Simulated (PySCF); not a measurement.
From computed data to an observable: entropy of an ideal gas

fluoroethene (C₂H₃F), SMILES C=CF.

Coordinates come from a PBE-D3(BJ)/def2-TZVP optimisation.

PySCF with PBE-D3(BJ)/def2-TZVP gives the harmonic wavenumbers 472, 707, 835, 908, 924, 1135, 1290, 1362, 1659, 3102, 3121, 3200 cm⁻¹ and the rotational temperatures 3.1097, 0.5031, 0.4330 K. The molar mass is 46.04 g/mol, the symmetry number 1, the spin multiplicity 1.

Problem. Work out the entropy at 298.15 K and 1 atm in the rigid-rotor, harmonic-oscillator model.

Solution. 
Translation (Sackur–Tetrode at 1 atm): S = R[1.5 ln M + 2.5 ln T − 1.16487] = 156.5 J/(mol K).
Rotation: q = (√π/σ) T^1.5/√(θA θB θC) = 11100, S = R[ln q + 3/2] = 89.9 J/(mol K).
Vibration: with u = 1.4388 ν/T, each mode gives R[u/(e^u − 1) − ln(1 − e^−u)]:
| ν (cm⁻¹) | modes | u | S (J/(mol K)) |
|---|---|---|---|
| 472 | 1 | 2.28 | 3.06 |
| 707 | 1 | 3.41 | 1.25 |
| 835 | 1 | 4.03 | 0.76 |
| 908 | 1 | 4.38 | 0.57 |
| 924 | 1 | 4.46 | 0.53 |
| 1135 | 1 | 5.48 | 0.23 |
| 1290 | 1 | 6.23 | 0.12 |
| 1362 | 1 | 6.57 | 0.09 |
| 1659 | 1 | 8.01 | 0.02 |
The stiffer modes add less than 0.005 each. Sum 6.6 J/(mol K).
Spin: R ln 1 = 0.0 J/(mol K).
Total 253.0 J/(mol K); the program's own thermochemistry gives 253.0. Translation makes up 62 % and vibration 3 %. Anharmonicity, hindered rotation and orbital degeneracy are left out.
